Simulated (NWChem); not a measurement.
Species: Li2; SMILES [Li][Li]

```xyz
2

Li     0.0000     0.0000    -1.3936
Li     0.0000     0.0000     1.3936
```
Atoms are numbered in this order, from 1.

Computed with NWChem. Pople sets run with spherical d functions. All runs use the structure optimised with PBE0/def2-SVP. Static field.

For level PBE0/def2-SVPD:

```
Item                              Result
--------------------------------  ------
isotropic polarisability (bohr³)   213.1
```

**Question.** What are these values for level PBE0/6-31+G*?

**Answer.** 
* **isotropic polarisability (bohr³)**: 206.1
